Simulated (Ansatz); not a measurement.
hcp Tl, treated with PBE (Ansatz, a first-principles code, PAW).

Numerical settings: plane-wave cutoff 520 eV, 18×18×10 k mesh (along the axes of the cell as run), Fermi–Dirac smearing 0.05 eV, scalar-relativistic PAW data made under PBE.

Starting structure:

```xyz
2
Lattice="3.4600 0.0000 0.0000 -1.7300 2.9964 0.0000 0.0000 0.0000 5.5200" Properties=species:S:1:pos:R:3 pbc="T T T"
Tl     1.7300     0.9988     4.1400
Tl     0.0000     1.9976     1.3800
```

**Question.** Into what structure does the relaxation of cell and atoms lead at this level, with the symmetry of the start kept?

**Answer.** The volume grows by 9.8 %; final space group P6_3/mmc.
```xyz
2
Lattice="3.5855 0.0000 0.0000 -1.7928 3.1051 0.0000 0.0000 0.0000 5.6465" Properties=species:S:1:pos:R:3 pbc="T T T"
Tl     1.7928     1.0350     4.2349
Tl     0.0000     2.0701     1.4116
```
